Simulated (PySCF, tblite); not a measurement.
Ethanimine, C2H5N.
SMILES with atom numbers: `[H]/[N:3]=[CH:2]\[CH3:1]` (hydrogens: H4, H5, H6 on C1; H7 on C2; H8 on N3)

Computed with GFN2-xTB (tblite), gas phase: Langevin dynamics at 600 K from the optimised GFN2-xTB geometry, time step 0.5 fs, friction 0.01 fs⁻¹, 2000 steps. Over the second half of the run the saved frames average 526 K.

Frame at 250 fs, instantaneous temperature 446 K:
```
atom  x, y, z in Å
C1     -0.436   -0.003   -0.022
C2      0.610   -0.476   -0.990
N3      1.610   -1.206   -0.699
H4      0.017   -0.143    0.954
H5     -0.849    1.005   -0.390
H6     -1.195   -0.769    0.136
H7      0.576   -0.246   -2.025
H8      1.669   -1.466    0.354
```

Frame at 425 fs, instantaneous temperature 472 K:
```
atom  x, y, z in Å
C1     -0.809   -0.704   -0.413
C2      0.619   -0.579   -0.873
N3      1.248   -1.148   -1.816
H4     -0.762   -0.608    0.623
H5     -1.495    0.028   -0.910
H6     -1.113   -1.647   -0.704
H7      1.282    0.311   -0.425
H8      0.752   -1.861   -2.417
```

Frame at 625 fs, instantaneous temperature 437 K:
```
atom  x, y, z in Å
C1     -0.326   -0.290   -0.632
C2     -0.033   -1.268   -1.637
N3     -0.270   -1.155   -2.914
H4     -0.644   -0.688    0.311
H5      0.653    0.258   -0.440
H6     -1.071    0.454   -0.960
H7      0.341   -2.170   -1.312
H8     -0.787   -0.325   -3.205
```

Frame at 800 fs, instantaneous temperature 408 K:
```
atom  x, y, z in Å
C1      0.068   -0.575    0.049
C2     -0.141   -1.273   -1.324
N3     -0.820   -0.729   -2.304
H4     -0.759    0.166    0.133
H5     -0.013   -1.365    0.745
H6      1.031   -0.192    0.020
H7      0.265   -2.351   -1.415
H8     -1.343    0.223   -2.200
```

Frame at 1000 fs, instantaneous temperature 444 K:
```
atom  x, y, z in Å
C1     -0.866   -0.990   -0.215
C2     -1.512   -0.655   -1.505
N3     -2.265    0.285   -1.725
H4     -1.553   -0.849    0.648
H5     -0.474   -2.065   -0.340
H6     -0.084   -0.284   -0.063
H7     -1.125   -1.346   -2.305
H8     -2.644    0.883   -0.963
```

**Question.** What do single points at PBE0/def2-SVPD (PySCF, gas phase, TDDFT, vertical, frozen core in the response) give on these frames?

**Answer.** 
| t (fs) | GFN2-xTB E above start (eV) | DFT E above lowest frame (eV) | HOMO (eV) | LUMO (eV) | dipole (D) | S1 (eV) | f(S1) |
| --- | --- | --- | --- | --- | --- | --- | --- |
| 250 | 0.47 | 0.15 | -7.44 | -0.24 | 2.45 | 5.15 | 0.002 |
| 425 | 0.45 | 0.18 | -7.21 | -0.24 | 2.36 | 4.92 | 0.003 |
| 625 | 0.29 | 0.00 | -7.37 | -0.40 | 2.63 | 4.89 | 0.002 |
| 800 | 0.62 | 0.32 | -7.06 | -0.44 | 2.24 | 4.52 | 0.002 |
| 1000 | 0.35 | 0.08 | -7.03 | -0.06 | 2.14 | 4.92 | 0.002 |

The two levels order the frames alike by energy but for pairs within 0.08 eV at one level; measured from each level's lowest frame they differ by 0.03 eV at most. The HOMO–LUMO gap runs from 6.62 to 7.20 eV. These are instantaneous structures, not minima.

What follows is the cost of the whole dynamics run. On one thread of an Intel Xeon at 2.50 GHz, no GPU (shared host), this took 11 s of wall time and 0.18 GiB of memory at its peak.
